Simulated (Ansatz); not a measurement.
## Cl, doublet: the ladder up to UCCSDT(Q)

A free Cl atom.

Basis def2-TZVP; Ansatz 0.2.0. Correlated methods freeze the noble-gas cores, which leaves 7 electrons in 32 orbitals. R marks a restricted (for open shells ROHF) determinant, U an unrestricted one. Active spaces: valence = (7e, 4o) chosen from the atoms' valence shells.

Full CI isn't at hand for all of this; UCCSDT(Q) serves as the reference, and is uncertain by about the last step of the cluster series. The frozen core follows each run's orbitals, which can shift R against U totals by a few meV.

For open shells CISD is restricted-active-space CI with the open shells as a complete middle space.

- UHF ⟨S²⟩: 0.760
- T1 diagnostic (RCCSD): 0.0136
- largest doubles amplitude (RCCSD): 0.054
- T1 diagnostic (UCCSD): 0.0072

Task: From what is known of these methods and the diagnostics, rank them by the size of their error in total energy against UCCSDT(Q) in def2-TZVP, smallest first (an estimate: the text doesn't fix the numbers).
A. CASSCF (valence space)
B. UMP2
C. NEVPT4(SD) (valence space)
D. MRCISD (valence space)
E. UCCSDT

Result: E (4 meV), C (168 meV), D (388 meV), B (836 meV), A (5217 meV).

All errors are against UCCSDT(Q) in def2-TZVP. The usual hierarchy is broken: NEVPT4(SD) (valence space) lies nearer than MRCISD (valence space).

Natural occupations of CASSCF (valence space) about the gap: 2.000 2.000 2.000 1.000; effectively unpaired electrons, Σ n²(2−n)², 1.00.
